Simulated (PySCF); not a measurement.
C6H9 (doublet state).
Atom-mapped SMILES: `[CH2:1]=[C:2]=[CH:3][C:4]([CH3:5])[CH3:6]` (hydrogens: H7, H8 on C1; H9 on C3; H10, H11, H12 on C5; H13, H14, H15 on C6)

Geometry (GFN2-xTB, Å), atoms numbered from 1 in this order:
```
atom  x, y, z in Å
C1     2.8948    0.5005   -0.1458
C2     1.7723   -0.0751    0.1225
C3     0.6151   -0.6893    0.4112
C4    -0.6538   -0.2307    0.0956
C5    -1.8712   -1.0034    0.4725
C6    -0.8683    1.0540   -0.6310
H7     3.4406    0.3156   -1.0636
H8     3.3656    1.2037    0.5313
H9     0.6932   -1.6330    0.9420
H10   -2.5134   -0.4132    1.1313
H11   -1.6146   -1.9299    0.9807
H12   -2.4629   -1.2458   -0.4136
H13    0.0807    1.5297   -0.8652
H14   -1.4155    0.8832   -1.5609
H15   -1.4669    1.7417   -0.0291
```

The hyperfine couplings belong to this conformer and change with its torsions.

Method used: PySCF, UKS B3LYP, pcH-1 on C H, non-relativistic, mean-field spin-orbit, GIAO. Geometry: GFN2-xTB, one conformer, isolated molecule. The geometry wasn't refined by DFT: couplings that depend on bond lengths, twists or pyramidal angles can differ widely from those at the functional's own minimum. No stability test was run, so a lower SCF solution isn't excluded. ⟨S²⟩ is 0.774 where a pure state has 0.75.

Computed for the main isotopes (class means, splittings of 0.05 mT or more): g = 2.0024; H7/H8 1H +108.9 MHz (3.89 mT); H10/H11/H12 1H +47.3 MHz (1.69 mT); H13/H14/H15 1H +39.3 MHz (1.40 mT); H9 1H +15.2 MHz (0.54 mT); 96 first-order lines, 17.58 mT wide.

(1) What changes when 1H at H10/H11/H12 is replaced by 2H at all these sites?

(2) Give position and intensity of the satellites from 13C at C4.

(3) Where do the 13C satellites of C3 appear, and how strong are they?

Results:

(1) At a fixed geometry a is proportional to g_N: 0.85744/5.58569 = 0.1535, so a goes from +47.3 to +7.3 MHz (0.259 mT). The spin goes from 1/2 to 1, so the 1:3:3:1 quartet becomes a 1:3:6:7:6:3:1 septet. The spectrum then has 168 first-order lines over 14.08 mT.

(2) a = +64.5 MHz, or 2.30 mT in magnitude, and I = 1/2, so to first order each main line has two satellites, at ±1.15 mT. The isotope's abundance is about 1.07 %, shared among 2 lines, so each has 0.54 % of the main line's intensity.

(3) a = -50.4 MHz, or 1.80 mT in magnitude, and I = 1/2, so to first order each main line has two satellites, at ±0.90 mT. The isotope's abundance is about 1.07 %, shared among 2 lines, so each has 0.54 % of the main line's intensity.

Class means assume fast exchange of nuclei equivalent by connectivity; if that motion is slow, each nucleus keeps its own coupling. C5 and C6, with what hangs on them, aren't averaged: C4 is flat or nearly so (angle sum 360°), and its turn about the short C4–C3 bond (1.39 Å) is taken as slow. The three 1H nuclei of mean +47.3 MHz run from 2.1 to 71.4 MHz in the frozen geometry. The three 1H nuclei of mean +39.3 MHz run from 2.0 to 58.7 MHz in the frozen geometry.
